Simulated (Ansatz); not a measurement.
Geometry optimisation, RKS BLYP-D4/6-31G* (Ansatz 0.2.0).

input.yaml

```yaml
crystal:
  periodic: [false, false, false]
  atoms:
    - { symbol: Si, position_ang: [-0.3019, -0.0191, -1.7382] }
    - { symbol: O, position_ang: [0.7557, -0.0832, -0.4916] }
    - { symbol: H, position_ang: [0.4445, 0.2938, -2.9567] }
    - { symbol: H, position_ang: [-0.903, -1.3462, -1.7595] }
    - { symbol: H, position_ang: [-1.2879, 1.0267, -1.4601] }
    - { symbol: H, position_ang: [1.6133, 0.3297, -0.5448] }
    - { symbol: P, position_ang: [0.3869, -0.3643, 2.1025] }
    - { symbol: H, position_ang: [0.3078, 1.0107, 1.9295] }
    - { symbol: H, position_ang: [-0.1554, -0.2742, 3.3833] }
    - { symbol: H, position_ang: [-0.8599, -0.574, 1.5355] }
basis:
  gaussian: { orbitals: "6-31G*" }
hamiltonian:
  xc: blyp
  dispersion: d4
relax:
  f_tol: 0.02
  max_steps: 40
scf:
  lower_state_search: "off"
```

Run as:

```bash
$ ansatz run input.yaml --threads 1 --pin off --max-ram 2048MiB --backend cpu --events-out ev --progress --plain --runs-dir out
```

Q: Where does it end, and by what steps?

A: The forces met the threshold. After 34 steps the energy has fallen by 0.422 eV; H10 moved furthest, 1.62 Å.

| step | energy less start (eV) | largest force component (eV/Å) | accepted |
| --- | --- | --- | --- |
| 0 | 0.0000 | 1.160 | yes |
| 2 | -0.3032 | 0.287 | yes |
| 4 | -0.2876 | 0.513 | no |
| 6 | -0.3212 | 0.551 | yes |
| 8 | -0.3339 | 0.377 | no |
| 10 | -0.3411 | 0.150 | yes |
| 12 | -0.3618 | 0.048 | yes |
| 14 | -0.3654 | 0.576 | no |
| 16 | -0.3797 | 0.173 | yes |
| 18 | -0.3923 | 0.239 | yes |
| 20 | -0.4034 | 0.275 | yes |
| 22 | -0.4119 | 0.020 | yes |
| 24 | -0.4131 | 0.054 | yes |
| 26 | -0.4163 | 0.122 | yes |
| 28 | -0.4194 | 0.052 | yes |
| 30 | -0.4207 | 0.037 | yes |
| 32 | -0.4215 | 0.020 | yes |
| 34 | -0.4217 | 0.019 | yes |

```xyz
10
Properties=species:S:1:pos:R:3
Si -0.219 0.089 -2.035
O 0.532 -0.964 -0.966
H 0.744 1.003 -2.742
H -0.902 -0.772 -3.046
H -1.243 0.965 -1.365
H 0.966 -0.527 -0.198
P 0.395 0.079 2.146
H -0.956 0.545 2.054
H 0.654 0.744 3.390
H 0.029 -1.162 2.762
```

Time of the run: 62 s on 1 CPU thread of a shared host.
